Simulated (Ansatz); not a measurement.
This geometry of C$_{2}$H$_{3}$NO (7 atoms, charge 0, multiplicity 1) is a first-order saddle point.

Level of theory: Ansatz, RKS B3LYP-D4/STO-3G.

```xyz
7
Properties=species:S:1:pos:R:3
C -0.382 0.696 -0.327
O 0.516 -0.458 -0.675
C 0.731 -1.246 0.423
N 0.990 -2.007 1.322
H -1.278 0.631 -0.975
H -0.685 0.686 0.737
H 0.171 1.630 -0.552
```

Q: Which two structures does it join? (They come from a converged band through this point; their orientation in space is the band's.)

A: No bond is made or broken. The dihedral H6–C1–O2–C3 goes from 61 to -61°. The two ends are copies of one structure, up to a mirror image or an exchange of like atoms.

First end point:

```xyz
7
Properties=species:S:1:pos:R:3
C -0.323 0.728 -0.305
O 0.958 -0.026 -0.125
C 0.697 -1.235 0.471
N 0.592 -2.318 0.989
H -1.022 0.172 -0.962
H -0.806 0.930 0.672
H -0.034 1.681 -0.786
```

Last end point:

```xyz
7
Properties=species:S:1:pos:R:3
C -0.401 0.669 -0.346
O 0.012 -0.744 -0.620
C 0.688 -1.241 0.466
N 1.294 -1.784 1.356
H -0.931 0.998 -1.259
H -1.084 0.721 0.526
H 0.484 1.314 -0.170
```

Q: How far does it lie above each of them?

A: 0.064 eV above the first and 0.064 eV above the second. This is the barrier of this one path; another mechanism may lie lower. Limits of this set-up: minimal basis.

Run time: 55 s on 1 thread of Intel(R) Xeon(R) 6975P-C (Granite Rapids), on a shared host, peak memory 0.1 GiB.
